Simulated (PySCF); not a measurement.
These are PySCF with PBE-D3(BJ)/def2-TZVP // r2SCAN-D4/def2-TZVP values and carry that method's errors. All species are isolated molecules in the gas phase. 

Reference species (SMILES): `CC#N` (neutral, multiplicity 1).

```yaml
dipole_moment: 3.94 D
S1 oscillator strength: 0.000
```

Changed species: `C=C=N`.

Question: Give the shifts of the dipole moment and S1 oscillator strength.

Answer: the dipole moment drops by 2.52 D, to 1.42 D; the S1 oscillator strength hardly moves.
